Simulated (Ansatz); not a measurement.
**Nickel, fcc: convergence with Gaussian smearing**

Computed with Ansatz, r²SCAN, scalar-relativistic PAW, on the relaxed cell (a = 3.476 Å; ferromagnetic, net 0.74 μB per atom). Errors count from a run at 500 eV on a Γ-centred 25×25×25 mesh with Fermi-Dirac smearing of 0.05 eV, extrapolated to zero width. Fixed here: cutoff 500 eV, mesh 15×15×15.

| width (eV) | E(σ→0) error (meV/atom) | F error (meV/atom) | P (GPa) | sphere moment (μB) | SCF iterations |
| --- | --- | --- | --- | --- | --- |
| 0.01 | -0.9 | -1.0 | 0.07 | 0.79 | 43 |
| 0.03 | -1.0 | -1.3 | 0.04 | 0.79 | 19 |
| 0.1 | -1.1 | -3.9 | -0.04 | 0.78 | 18 |
| 0.2 | -0.6 | -12.5 | 0.14 | 0.77 | 18 |
| 0.3 | -0.2 | -27.7 | 0.43 | 0.78 | 18 |
| 0.6 | -0.7 | -109.4 | 1.45 | 0.75 | 20 |
| 1.0 | 13.1 | -309.0 | 2.81 | 0.39 | 25 |
